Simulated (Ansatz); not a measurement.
Basis-set extrapolation for `O=C1CCCN1` (PBE0-D4/def2-TZVP geometry, frozen core, Ansatz). Multiplicity 1, RHF reference.

|  | def2-TZVPP | def2-QZVPP |
| --- | --- | --- |
| HF | -284.993262 | -285.006099 |
| MP2 correlation | -1.093061 | -1.168088 |
| CCSD(T) correlation | -1.174126 | not run |

Energies in hartree. Use E(X) = E(∞) + A·exp(−7.88·√X) for Hartree–Fock and E(X) = E(∞) + B·X^(−2.97) for correlation, with X = 3 and 4, and add CCSD(T) minus MP2 of the smaller set to the MP2 limit.

What is the CCSD(T) energy at the basis-set limit?

HF limit: -285.006099 + (-0.012837) × 0.13774 = -285.00787. MP2 limit: -1.168088 + (-0.075027) × 0.74074 = -1.22366. Higher-order term: -1.174126 − (-1.093061) = -0.08106. Total: -286.31259 hartree, 91.1 kcal/mol below CCSD(T)/def2-TZVPP.
